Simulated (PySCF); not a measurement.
Geometry:
```csv
atom,x (Å),y (Å),z (Å)
C1,-1.559,-0.218,0.554
N2,-0.227,0.038,0.073
C3,0.772,-0.883,-0.099
C4,1.840,-0.180,-0.582
N5,1.523,1.143,-0.709
C6,0.281,1.236,-0.309
H7,-1.532,-0.679,1.543
H8,-2.102,-0.875,-0.129
H9,-2.096,0.727,0.627
H10,0.632,-1.926,0.134
H11,2.818,-0.556,-0.842
H12,-0.309,2.141,-0.272
```

Calculated, not measured (PySCF 2.14.0 with density-fitted response routines): shieldings: GIAO B97-2/pcSseg-2, PBE0-D3(BJ)/def2-TZVP geometry. Relativity neglected, one conformer, averaged over atoms made equivalent by symmetry, fast rotation or ring inversion, gas phase.

**Question.** Predict the 2D correlation tables (HSQC, COSY, HMBC).

**Answer.** 

HSQC (one-bond C–H):
| δH | δC |
| --- | --- |
| 7.35 (H11) | 139.5 (C4) |
| 7.27 (H12) | 143.0 (C6) |
| 6.97 (H10) | 123.3 (C3) |
| 3.61 (H7/H8/H9) | 34.8 (C1) |

COSY cross peaks (H two or three bonds apart, from the bond graph; peaks can be absent where the dihedral angle is near 90°):
| δH | δH |
| --- | --- |
| 7.35 (H11) | 6.97 (H10) |

HMBC (two and three bonds, from the bond graph):
| δH | δC |
| --- | --- |
| 7.35 (H11) | 143.0 (C6), 123.3 (C3) |
| 7.27 (H12) | 139.5 (C4), 123.3 (C3), 34.8 (C1) |
| 6.97 (H10) | 143.0 (C6), 139.5 (C4), 34.8 (C1) |
| 3.61 (H7/H8/H9) | 143.0 (C6), 123.3 (C3) |

References, each an isolated molecule treated in the same way: ¹H (31.64 ppm) and ¹³C (185.38 ppm) vs TMS.

Short H···H contacts in this conformer between protons four or more bonds apart (candidates for NOE cross peaks, intensity ∝ r⁻⁶): H9···H12 2.45 Å.

Shifts are as computed. Against solution values, carbons near 30 ppm lie about +3 ppm off and those near 130 ppm about +7 ppm. Of 1211 compounds with measured shifts, 218 miss one by over three times the rms of a fit or turn the order of signals round; such compounds aren't used in these exercises.
